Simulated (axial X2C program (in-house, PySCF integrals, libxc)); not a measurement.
## Which functional? An output for AlO⁻

An SCF output computed with an in-house all-electron X2C program for linear molecules (integrals from PySCF) for AlO⁻ at 1.646 Å, two-component, state Ω = 0, Al dyall-av3z [9s9p3d2f], O dyall-av3z [7s6p3d2f] (cores contracted in-house), without its first line:

```
basis functions 119  fitting functions 632  grid points 4351
iter        total energy     max residual
   1       -317.281966536     7.79e-02
   2       -317.296510185     7.68e-03
   3       -317.297054483     6.99e-03
   4       -317.297484079     1.66e-03
   5       -317.297540783     4.19e-04
   6       -317.297547675     8.54e-05
   7       -317.297547989     3.36e-05
   8       -317.297548053     1.01e-05
   9       -317.297548056     1.62e-06
  10       -317.297548057     7.71e-07
converged
one-electron -513.88177537  Coulomb 189.78179287  exact exchange -26.60043181  xc functional 0.00000000  nuclear repulsion 33.43525512  atomic mean-field constant -0.03238887
```

Question: Which level of theory produced it?
A. PBE0
B. BHandHLYP
C. HF

Answer: C. The exact-exchange term against the functional term shows a share of 1 of exact exchange.
